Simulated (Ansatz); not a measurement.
# What a trial cell of Nb relaxes into

The calculation used DFT r2SCAN, scalar-relativistic, plane waves, PAW (Ansatz). Cutoff 500 eV, Γ-centred k mesh, Gaussian smearing, no spin polarisation in the final step.

Nb was placed on the hcp structure type (P6_3/mmc, No. 194), at a guessed volume.

```
Nb
1.0
     3.04885    0.00000    0.00000
    -1.52442    2.64038    0.00000
     0.00000    0.00000    4.94844
Nb
2
Direct
  0.33333 0.66667 0.25000
  0.66667 0.33333 0.75000
```

Steps on the 6×6×4 mesh (2 atoms). 6 of 7 steps are shown, and the free energy counts from the last. Trial steps that were taken back and renewals of the plane-wave basis can be among the rows.

```csv
step,ΔF (meV/atom),V (Å³/atom),P (GPa)
1,140.6,19.92,-10.50
2,82.2,17.74,7.53
3,32.6,18.14,2.84
4,0.7,18.21,1.71
5,-0.3,18.34,0.54
7,0.0,18.40,-0.05
```

Steps on the 24×24×10 mesh (2 atoms). 4 of 6 steps are shown, and the free energy counts from the last.

```
step  ΔF (meV/atom) V (Å³/atom) P (GPa)
   1            3.3        18.54     0.37
   2            3.7        18.37     1.58
   3            0.0        18.59    -0.29
   6            0.0        18.56     0.00
```

A final relaxation ran on a 24×24×10 mesh. The relaxed crystal, P6_3/mmc (No. 194):

```cif
data_structure
_symmetry_space_group_name_H-M 'P6_3/mmc'
_symmetry_Int_Tables_number 194
_cell_length_a 2.8601
_cell_length_b 2.8601
_cell_length_c 5.2387
_cell_angle_alpha 90.000
_cell_angle_beta 90.000
_cell_angle_gamma 120.000
_cell_volume 37.11
loop_
_atom_site_label
_atom_site_type_symbol
_atom_site_symmetry_multiplicity
_atom_site_Wyckoff_symbol
_atom_site_fract_x
_atom_site_fract_y
_atom_site_fract_z
_atom_site_occupancy
Nb1 Nb 2 c 0.33333 0.66667 0.25000 1
```

| Quantity | Value |
| --- | --- |
| Volume per atom | 18.56 Å³ |
| Density | 8.31 g/cm³ |
| Energy over the standard structure | 0.31 eV/atom |
| Gap on the 24×24×10 mesh | 0 eV (a metal) |

Energies count from the standard state of Nb at the same level.

The final run used a 24×24×10 mesh on its 2-atom cell and 0.10 eV smearing. The k mesh leaves about 4 meV/atom of noise in metals.

Symmetry constrained the relaxation, so the result can be a saddle point.